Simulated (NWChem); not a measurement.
Program: NWChem. System: ethane (C₂H₆), charge 0, spin multiplicity 1, at a geometry optimised with B3LYP/def2-SVP. Level: r2SCAN/cc-pVDZ.

Input file:

```
start mol
memory heap 200 mb stack 900 mb global 1100 mb
geometry units angstroms nocenter noautoz
  C      0.044600    -0.762556     0.000000
  C     -0.044600     0.762556     0.000000
  H      0.580051    -1.136910     0.887969
  H      0.580051    -1.136910    -0.887969
  H     -0.955336    -1.226748     0.000000
  H     -0.580051     1.136910     0.887969
  H     -0.580051     1.136910    -0.887969
  H      0.955336     1.226748     0.000000
  symmetry group C2h
end
basis spherical
  * library cc-pvdz
end
dft
  xc r2scan
  semidirect memsize 60000000 filesize 0
  iterations 100
  grid fine
end
task dft energy
```

Output (cleaned and shortened):

```
             Northwest Computational Chemistry Package (NWChem) 7.3.0
             --------------------------------------------------------

                                NWChem Input Module
                                -------------------

 Scaling coordinates for geometry "geometry" by  1.889725989
 (inverse scale =  0.529177249)

 Turning off AUTOSYM since
 SYMMETRY directive was detected!

                             Geometry "geometry" -> ""
                             -------------------------

 Output coordinates in angstroms (scale by  1.889725989 to convert to a.u.)

  No.       Tag          Charge          X              Y              Z
 ---- ---------------- ---------- -------------- -------------- --------------
    1 C                    6.0000     0.04460000    -0.76255600     0.00000000
    2 C                    6.0000    -0.04460000     0.76255600     0.00000000
    3 H                    1.0000     0.58005100    -1.13691000     0.88796900
    4 H                    1.0000     0.58005100    -1.13691000    -0.88796900
    5 H                    1.0000    -0.95533600    -1.22674800     0.00000000
    6 H                    1.0000    -0.58005100     1.13691000     0.88796900
    7 H                    1.0000    -0.58005100     1.13691000    -0.88796900
    8 H                    1.0000     0.95533600     1.22674800     0.00000000

 Effective nuclear repulsion energy (a.u.)      41.9997603417

            Nuclear Dipole moment (a.u.)
            ----------------------------
        X                 Y               Z
 ---------------- ---------------- ----------------
     0.0000000000     0.0000000000     0.0000000000

      Symmetry information
      --------------------

 Group name             C2h
 Group number             21
 Group order               4
 No. of unique centers     3

      Symmetry unique atoms

     1    3    5


 Summary of "ao basis" -> "" (spherical)
 ------------------------------------------------------------------------------
       Tag                 Description            Shells   Functions and Types
 ---------------- ------------------------------  ------  ---------------------
 *                          cc-pvdz                   on all atoms

                                 NWChem DFT Module
                                 -----------------

 Summary of "ao basis" -> "ao basis" (spherical)
 ------------------------------------------------------------------------------
       Tag                 Description            Shells   Functions and Types
 ---------------- ------------------------------  ------  ---------------------
 C                          cc-pvdz                  6       14   3s2p1d
 H                          cc-pvdz                  3        5   2s1p

 Summary of "ao basis" -> "ao basis" (spherical)
 ------------------------------------------------------------------------------
       Tag                 Description            Shells   Functions and Types
 ---------------- ------------------------------  ------  ---------------------
 C                          cc-pvdz                  6       14   3s2p1d
 H                          cc-pvdz                  3        5   2s1p

      Symmetry analysis of basis
      --------------------------

        ag         19
        au         10
        bg         10
        bu         19

            General Information
            -------------------
          SCF calculation type: DFT
          Wavefunction type:  closed shell.
          No. of atoms     :     8
          No. of electrons :    18
           Alpha electrons :     9
            Beta electrons :     9
          Charge           :     0
          Spin multiplicity:     1
          Use of symmetry is: on ; symmetry adaption is: on
          Maximum number of iterations: 100
          AO basis - number of functions:    58
                     number of shells:    30
          Convergence on energy requested:  1.00D-06
          Convergence on density requested:  1.00D-05
          Convergence on gradient requested:  5.00D-04

              XC Information
              --------------
                      r^2SCAN Method XC Functional
               r^2SCAN metaGGA Exchange Functional  1.000
                     r^2SCAN Correlation Potential  1.000

             Grid Information
             ----------------
          Grid used for XC integration:  fine
          Radial quadrature: Mura-Knowles
          Angular quadrature: Lebedev.
          Tag              B.-S. Rad. Rad. Pts. Rad. Cut. Ang. Pts.
          ---              ---------- --------- --------- ---------
          C                   0.70       70           8.0       590
          H                   0.35       60          10.0       590
          Grid pruning is: on
          Number of quadrature shells:   190
          Spatial weights used:  Erf1

          Convergence Information
          -----------------------
          Convergence aids based upon iterative change in
          total energy or number of iterations.
          Levelshifting, if invoked, occurs when the
          HOMO/LUMO gap drops below (HL_TOL):  1.00D-02
          DIIS, if invoked, will attempt to extrapolate
          using up to (NFOCK): 10 stored Fock matrices.

                    Damping( 0%)  Levelshifting(0.5)       DIIS
                  --------------- ------------------- ---------------
          dE  on:    start            ASAP                start
          dE off:    2 iters        100 iters           100 iters

      Screening Tolerance Information
      -------------------------------
          Density screening/tol_rho:  1.00D-10
          AO Gaussian exp screening on grid/accAOfunc:  14
          CD Gaussian exp screening on grid/accCDfunc:  20
          XC Gaussian exp screening on grid/accXCfunc:  20
          Schwarz screening/accCoul:  1.00D-08

      Superposition of Atomic Density Guess
      -------------------------------------

 Sum of atomic energies:         -78.32796623

      Non-variational initial energy
      ------------------------------

 Total energy =     -79.647301
 1-e energy   =    -186.181885
 2-e energy   =      64.534824
 HOMO         =      -0.419016
 LUMO         =       0.101473

      Symmetry analysis of molecular orbitals - initial
      -------------------------------------------------

  Numbering of irreducible representations:

     1 ag          2 au          3 bg          4 bu

  Orbital symmetries:

     1 ag          2 bu          3 ag          4 bu          5 au
     6 bu          7 ag          8 ag          9 bg         10 ag
    11 bu         12 au         13 bu         14 bg         15 ag
    16 bu         17 au         18 bu         19 ag

------------------------------------------------------------
EAF file 0: "./mol.aoints.0" size=524288 bytes
------------------------------------------------------------
               write      read    awrite     aread      wait
               -----      ----    ------     -----      ----
     calls:        1         0         0         0         0
   data(b): 5.24e+05  0.00e+00  0.00e+00  0.00e+00
   time(s): 0.00e+00  0.00e+00  0.00e+00  0.00e+00  0.00e+00
rate(mb/s): 0.00e+00  0.00e+00
------------------------------------------------------------

   convergence    iter        energy       DeltaE   RMS-Dens  Diis-err    time
 ---------------- ----- ----------------- --------- --------- ---------  ------
 d= 0,ls=0.0,diis     1    -79.7552142996 -1.22D+02  4.89D-03  1.29D-01     0.8
 d= 0,ls=0.0,diis     2    -79.7681397659 -1.29D-02  1.79D-03  9.42D-03     1.0
 d= 0,ls=0.0,diis     3    -79.7680697519  7.00D-05  9.43D-04  9.60D-03     1.2
 d= 0,ls=0.0,diis     4    -79.7693509219 -1.28D-03  5.58D-05  2.24D-05     1.5
 d= 0,ls=0.0,diis     5    -79.7693541453 -3.22D-06  6.09D-06  3.45D-07     1.7
 d= 0,ls=0.0,diis     6    -79.7693541911 -4.58D-08  1.54D-07  2.75D-10     2.0

         Total DFT energy =      -79.769354191127
      One electron energy =     -188.797020597711
           Coulomb energy =       80.041876823177
    Exchange-Corr. energy =      -13.013970758260
 Nuclear repulsion energy =       41.999760341667

 Numeric. integr. density =       17.999999865987

     Total iterative time =      1.7s

                  Occupations of the irreducible representations
                  ----------------------------------------------

                     irrep           alpha         beta
                     --------     --------     --------
                     ag                4.0          4.0
                     au                1.0          1.0
                     bg                1.0          1.0
                     bu                3.0          3.0

                       DFT Final Molecular Orbital Analysis
                       ------------------------------------

 Vector    7  Occ=2.000000D+00  E=-3.355274D-01  Symmetry=ag
              MO Center= -1.2D-16, -3.0D-16, -2.1D-18, r^2= 1.7D+00
   Bfn.  Coefficient  Atom+Function         Bfn.  Coefficient  Atom+Function
  ----- ------------  ---------------      ----- ------------  ---------------
     5      0.410104  1 C  py                19     -0.410104  2 C  py
     8      0.181230  1 C  py                22     -0.181230  2 C  py
    29     -0.113016  3 H  s                 34     -0.113016  4 H  s
    39     -0.113065  5 H  s                 44     -0.113016  6 H  s
    49     -0.113016  7 H  s                 54     -0.113065  8 H  s

 Vector    8  Occ=2.000000D+00  E=-3.057436D-01  Symmetry=ag
              MO Center= -7.8D-17, -4.7D-16, -1.1D-17, r^2= 2.4D+00
   Bfn.  Coefficient  Atom+Function         Bfn.  Coefficient  Atom+Function
  ----- ------------  ---------------      ----- ------------  ---------------
     4      0.304184  1 C  px                18     -0.304184  2 C  px
    39     -0.287667  5 H  s                 54     -0.287667  8 H  s
    40     -0.153580  5 H  s                 55     -0.153580  8 H  s
    29      0.143853  3 H  s                 34      0.143853  4 H  s
    44      0.143853  6 H  s                 49      0.143853  7 H  s

 Vector    9  Occ=2.000000D+00  E=-3.057427D-01  Symmetry=bg
              MO Center= -4.4D-16,  7.0D-16,  1.5D-15, r^2= 2.4D+00
   Bfn.  Coefficient  Atom+Function         Bfn.  Coefficient  Atom+Function
  ----- ------------  ---------------      ----- ------------  ---------------
     6      0.304702  1 C  pz                20     -0.304702  2 C  pz
    29      0.249138  3 H  s                 34     -0.249138  4 H  s
    44     -0.249138  6 H  s                 49      0.249138  7 H  s
    30      0.133008  3 H  s                 35     -0.133008  4 H  s
    45     -0.133008  6 H  s                 50      0.133008  7 H  s

 Vector   10  Occ=0.000000D+00  E= 7.514127D-02  Symmetry=ag
              MO Center= -4.9D-16, -2.3D-16,  2.0D-16, r^2= 5.1D+00
   Bfn.  Coefficient  Atom+Function         Bfn.  Coefficient  Atom+Function
  ----- ------------  ---------------      ----- ------------  ---------------
     3      1.272686  1 C  s                 17      1.272686  2 C  s
    30     -0.599588  3 H  s                 35     -0.599588  4 H  s
    40     -0.599574  5 H  s                 45     -0.599588  6 H  s
    50     -0.599588  7 H  s                 55     -0.599574  8 H  s
     8     -0.367884  1 C  py                22      0.367884  2 C  py

 Vector   11  Occ=0.000000D+00  E= 1.212613D-01  Symmetry=bu
              MO Center= -1.3D-14,  1.9D-15,  9.3D-15, r^2= 5.8D+00
   Bfn.  Coefficient  Atom+Function         Bfn.  Coefficient  Atom+Function
  ----- ------------  ---------------      ----- ------------  ---------------
     3      1.718286  1 C  s                 17     -1.718286  2 C  s
    30     -0.656847  3 H  s                 35     -0.656847  4 H  s
    40     -0.657145  5 H  s                 45      0.656847  6 H  s
    50      0.656847  7 H  s                 55      0.657145  8 H  s
     2      0.173967  1 C  s                 16     -0.173967  2 C  s

 Vector   12  Occ=0.000000D+00  E= 1.314327D-01  Symmetry=bu
              MO Center=  8.6D-15,  2.2D-14,  4.1D-15, r^2= 5.0D+00
   Bfn.  Coefficient  Atom+Function         Bfn.  Coefficient  Atom+Function
  ----- ------------  ---------------      ----- ------------  ---------------
    40      1.168235  5 H  s                 55     -1.168235  8 H  s
     7      0.674440  1 C  px                21      0.674440  2 C  px
    30     -0.584317  3 H  s                 35     -0.584317  4 H  s
    45      0.584317  6 H  s                 50      0.584317  7 H  s
     4      0.295793  1 C  px                18      0.295793  2 C  px

 center of mass
 --------------
 x =   0.00000000 y =   0.00000000 z =   0.00000000

 moments of inertia (a.u.)
 ------------------
          90.628337697083           3.972773967443           0.000000000000
           3.972773967443          22.934661052677           0.000000000000
           0.000000000000           0.000000000000          90.860775276040

     Multipole analysis of the density
     ---------------------------------

     L   x y z        total         alpha         beta         nuclear
     -   - - -        -----         -----         ----         -------
     0   0 0 0     -0.000000     -9.000000     -9.000000     18.000000

     1   1 0 0      0.000000      0.000000      0.000000      0.000000
     1   0 1 0     -0.000000     -0.000000     -0.000000      0.000000
     1   0 0 1     -0.000000     -0.000000     -0.000000      0.000000

     2   2 0 0    -10.973612    -11.191653    -11.191653     11.409694
     2   1 1 0      0.023239      1.265188      1.265188     -2.507137
     2   1 0 1      0.000000      0.000000      0.000000      0.000000
     2   0 2 0    -11.368855    -32.749485    -32.749485     54.130116
     2   0 1 1     -0.000000     -0.000000     -0.000000      0.000000
     2   0 0 2    -10.972270    -11.117624    -11.117624     11.262979

 Task  times  cpu:        2.0s     wall:        2.0s

 Total times  cpu:        2.0s     wall:        2.0s
```
